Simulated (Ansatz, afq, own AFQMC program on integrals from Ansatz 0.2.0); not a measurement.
# SiH4 (triplet): AFQMC on the coupled-cluster ladder at scale of all distances = 1.306, 6-31G

An exercise on one series of results from a longer session: the logs are not shown, and one member is left open.

The runs use Ansatz 0.2.0, Gaussian basis, and an in-house AFQMC program (afq) on its integrals; all values are calculated; 6-31G, frozen cores.

Plan: Full CI; PBE (unrestricted); r2SCAN (unrestricted); PBE0 (unrestricted); B3LYP (unrestricted); wB97M-V (unrestricted); B2PLYP (unrestricted); CCSD(T) on ROHF; CCSDT(Q) on ROHF; CCSDTQ on ROHF; Phaseless AFQMC, CISD trial on ROHF; CCSD(T) on UHF; CCSDT(Q) on UHF; CCSDTQ on UHF; Phaseless AFQMC, CISD trial on UHF; Phaseless AFQMC, single-determinant trial on UHF.

7 further runs of the same task are left out: 7 that didn't finish.

**The geometry**

The geometry derives from a PBE0/def2-TZVP stationary point (not a proven minimum). All distances are scaled together.

5 atoms, charge 0, spin multiplicity 3.

Atoms are counted from 1 here; the program's logs count them from 0.

No contacts short enough for the rule that draws bonds.

Set-up of the first run:

Contents of in.yaml:

```yaml
crystal:
  periodic: [false, false, false]
  atoms:
    - {symbol: Si, position_ang: [0.000000, 0.000000, 0.000000]}
    - {symbol: H, position_ang: [-0.015052, 1.417150, 1.407314]}
    - {symbol: H, position_ang: [-0.021545, -1.407388, 1.416993]}
    - {symbol: H, position_ang: [0.021545, 1.407388, -1.416993]}
    - {symbol: H, position_ang: [0.015052, -1.417150, -1.407314]}
basis:
  gaussian: {orbitals: 6-31G}
magnetization: {spin_polarized: false, initial_magnetization: 2}
correlation: {method: fci, electrons: outside_noble_gas}
```

On the command line:

```
ansatz run in.yaml --threads 1 --pin off --events-out ev --progress --plain --max-ram 1382MiB
```

Steps of the session up to this table: Full CI; PBE (unrestricted); r2SCAN (unrestricted); PBE0 (unrestricted); B3LYP (unrestricted); wB97M-V (unrestricted); B2PLYP (unrestricted); CCSD(T) on ROHF; CCSDT(Q) on ROHF; CCSDTQ on ROHF; Phaseless AFQMC, CISD trial on ROHF; CCSD(T) on UHF; CCSDT(Q) on UHF; CCSDTQ on UHF; Phaseless AFQMC, CISD trial on UHF; Phaseless AFQMC, single-determinant trial on UHF.

One table of the session follows, with a row left open; its other results are not shown here.

On the ROHF determinant, counted from full CI (exact for this spin and basis):

| level | from full CI (kJ/mol) |
| --- | --- |
| HF | +379.4 |
| MP2 | +152.5 |
| CCSD | +19.6 |
| CCSD(T) | +6.0 |
| CCSDT(Q) | ? |
| CCSDTQ | 0.0 |
| full CI | 0.0 |
| Phaseless AFQMC, CISD trial, step 0.005, 200 walkers | +6.8 |

Q: Estimate the row for CCSDT(Q) from the others.

**Answer.** from full CI (kJ/mol): -0.2. In the column «from full CI (kJ/mol)» it is the lowest.
